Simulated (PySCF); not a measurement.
The first ionisation energy along group 14

Calculated with PySCF 2.14 from differences of total energies of unrestricted determinants, without spin-orbit coupling. Values in eV. The last column holds reference values (NIST; (s) semi-empirical, (t) theoretical, else measured). Unmarked ones compare directly (S terms, centres of terms, or small fine structure); those marked * lie between the lowest fine-structure levels and include a spin-orbit shift.

```
                          element                         configurations     UHF    BP86  MP2 (valence)  SCS-MP2 (valence)  CCSD (valence)  CCSD(T) (valence)  reference
 C (jorge-DZP-DKH, spin-free X2C)            [He] 2s2 2p2 → [He] 2s2 2p1  10.813  11.578         11.079             10.975          10.952             10.960     11.262
Si (jorge-DZP-DKH, spin-free X2C)            [Ne] 3s2 3p2 → [Ne] 3s2 3p1   7.621   8.238          7.905              7.832           7.925              7.936      8.157
Ge (jorge-DZP-DKH, spin-free X2C)  [Ar] 3d10 4s2 4p2 → [Ar] 3d10 4s2 4p1   7.336   7.872          7.309              7.264           7.244              7.246      7.925
```

Which of these methods has the smallest mean absolute error against the measured values here?

BP86, with 0.150 eV.

```csv
method,elements,mean error (eV),mean absolute error (eV),largest error (eV)
UHF,3,-0.525,0.525,-0.590
BP86,3,0.115,0.150,0.316
MP2 (valence),3,-0.350,0.350,-0.617
SCS-MP2 (valence),3,-0.424,0.424,-0.661
CCSD (valence),3,-0.408,0.408,-0.682
CCSD(T) (valence),3,-0.401,0.401,-0.680
```

Errors include the incompleteness of the basis and the frozen core.

"Valence" correlates the outer s and p shells and, in groups 3 to 12 and the f block, the outer d or f shell, open or full, or the next shell where the ion has no valence electron left; the wider scheme adds the next inner shell.
